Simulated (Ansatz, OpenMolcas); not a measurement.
**How basis sets differ on LiH (SMILES [LiH])**

LiH has 2 atoms, charge 0, and is taken as a singlet. As SMILES, `[LiH]`. The bond length is the measured one.

```xyz
2

Li    0.0000    0.0000    0.0000
H     0.0000    0.0000    1.5957
```

Quantity: the energy change with the Li1–H2 bond stretched from 1.596 to 3.989 Å, in eV. The values are calculated.

| level | kind | program | value (eV) | CPU time (all runs) |
| --- | --- | --- | --- | --- |
| B2PLYP/3-21G (restricted) | double hybrid | Ansatz | 2.75 | 1.1 s |
| B2PLYP/def2-SVP (restricted) | double hybrid | OpenMolcas | 2.74 | 5.6 s |
| B2PLYP/6-31G** (spherical functions) (restricted) | double hybrid | OpenMolcas | 2.77 | 5.8 s |
| B2PLYP/cc-pVTZ (restricted) | double hybrid | Ansatz | 2.74 | 2.4 s |

The first shape isn't each level's own minimum. The values span 2.74 to 2.77 eV. Times are those of the runs behind each value, whatever else they computed, on shared processors of several kinds: orders of magnitude only.
